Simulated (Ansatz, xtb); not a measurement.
# CH3BMg: where a starting geometry ends

The starting geometry of this gas-phase singlet was built from a drawn formula by distance geometry and a force field; its bonds are those of `[BH2][Mg][CH]`.

```yaml
atoms:
  - { symbol: C, position_ang: [-2.0200, -1.2254, -2.6906] }
  - { symbol: B, position_ang: [0.7127, -2.1315, 0.6082] }
  - { symbol: Mg, position_ang: [-0.7145, -1.6340, -1.1048] }
  - { symbol: H, position_ang: [0.6796, -1.4313, 1.5805] }
  - { symbol: H, position_ang: [1.4735, -2.9807, 0.5268] }
  - { symbol: H, position_ang: [-1.4801, -1.3150, -3.6713] }
```

Where would you expect an optimisation with r2SCAN-D4/def2-SVP to take it?

It keeps its bonds, and is `[BH2][Mg][CH]`.

The energy falls by 0.19 eV over 10 steps:

```
step  E − E(last) (eV)
   1             0.187
   2             0.048
   3             0.027
   4             0.012
   5             0.005
   6             0.004
   7             0.001
   8             0.000
   9             0.000
  10             0.000
```

Final geometry (Å):

```yaml
atoms:
  - { symbol: C, position_ang: [-1.8705, -1.4880, -2.7974] }
  - { symbol: B, position_ang: [0.7170, -2.1091, 0.6548] }
  - { symbol: Mg, position_ang: [-0.4856, -1.6773, -1.2311] }
  - { symbol: H, position_ang: [0.7215, -1.3854, 1.6317] }
  - { symbol: H, position_ang: [1.4546, -3.0673, 0.7795] }
  - { symbol: H, position_ang: [-1.8859, -0.9909, -3.7889] }
```

From the same start GFN2-xTB ends elsewhere, differing in C1–B2 (1.44 against 4.36 Å here), B2–Mg3 (2.93 against 2.28 Å here).

The end wasn't checked by frequencies. Run with Ansatz 0.2.0, 12 s on 2 threads of Arm Neoverse V1, with other jobs on the host.
